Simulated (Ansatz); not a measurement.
Compare A (`NCCC=O`) with its isomer B (`CO/C=C/N`).

Isolated molecules relaxed with PBE0-D4/def2-TZVP in Ansatz; ΔE leaves out vibrations. CCSD(T)/CBS is the MP2 limit (def2-TZVPP, def2-QZVPP) plus CCSD(T) − MP2 in def2-TZVPP, frozen cores. DFT in def2-TZVPP. B3LYP here is the variant with VWN-RPA as its local correlation; programs differ in this. One conformer a species, not always the lowest.

Q: Which is lower in electronic energy at CCSD(T)/CBS, and by how much? (Estimate.)

A: Computed: A, by 17.4 kcal/mol.

Q: Give E(B) − E(A) in kcal/mol with BLYP-D4, B3LYP-D4, r2SCAN-D4, B3LYP, PBE0-D4, CCSD/def2-TZVPP, ωB97M-V. (Estimate.)

A: Ansatz gave: BLYP-D4 14.5, B3LYP-D4 15.2, r2SCAN-D4 15.2, B3LYP 15.3, PBE0-D4 15.9, CCSD/def2-TZVPP 18.4, ωB97M-V 17.0. None reverses the order clearly.

Q: Does the order hold for the free energy at 298.15 K (harmonic terms from PBE0-D4)? (Best estimate.)

A: Computed: Yes: G(B) − G(A) = +18.4 kcal/mol, for one conformer each.

Largest T1 diagnostic: 0.012.

In def2-TZVPP, CCSD(T) changes the Hartree–Fock value by −2.0 kcal/mol (the triples alone add −0.5 kcal/mol) and MP2 by −1.4 kcal/mol. From r2SCAN to r2SCAN0 (25 % exact exchange), in def2-TZVPP and without D4, E(B) − E(A) moves by +0.8 kcal/mol.
